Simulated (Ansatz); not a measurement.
# H5NS: the cost of one run

Method: PBE0-D4/def2-SVP; program: Ansatz 0.2.0, Gaussian basis.

## (1) Where the work starts

The start, a pair relaxed at PBE0-D4: SMILES `N.S`, 7 atoms, charge 0, spin multiplicity 1.

Atoms are counted from 1 here; the program's logs count them from 0.

Bond lengths: N1–H2 1.013 Å, N1–H3 1.013 Å, N1–H4 1.013 Å, S5–H6 1.341 Å, S5–H7 1.360 Å. Angles: H2–N1–H3 107.4°, H2–N1–H4 107.5°, H3–N1–H4 107.3°, H6–S5–H7 92.9°.

As a file:

```xyz
7
H5NS
N    -0.0734    0.0665   -1.1600
H     0.4452    0.8501   -1.5375
H     0.3632   -0.7801   -1.5037
H    -1.0076    0.1039   -1.5493
S    -0.2424    0.2765    2.2995
H     0.6705   -0.6842    2.5039
H    -0.1554    0.1673    0.9471
```

## (2) Dynamics

Contents of md/in.yaml:

```yaml
crystal:
  periodic: [false, false, false]
  atoms:
    - {symbol: N, position_ang: [-0.073410, 0.066507, -1.160027]}
    - {symbol: H, position_ang: [0.445197, 0.850145, -1.537474]}
    - {symbol: H, position_ang: [0.363211, -0.780081, -1.503746]}
    - {symbol: H, position_ang: [-1.007591, 0.103862, -1.549263]}
    - {symbol: S, position_ang: [-0.242388, 0.276516, 2.299543]}
    - {symbol: H, position_ang: [0.670524, -0.684212, 2.503852]}
    - {symbol: H, position_ang: [-0.155443, 0.167264, 0.947113]}
basis:
  gaussian: {orbitals: def2-SVP}
hamiltonian: {xc: pbe0, dispersion: d4}
md: {n_steps: 60, timestep: 1.0, temperature: 300, ensemble: nve, seed: 879, initial_velocities: maxwell_boltzmann}
```

Started as:

```sh
$ ansatz run in.yaml --threads 2 --pin off --events-out ev --progress --plain --max-ram 5222MiB
```

**Question.** How long does this run take on 2 threads of Arm Neoverse V2, shared host?

About 27 s.
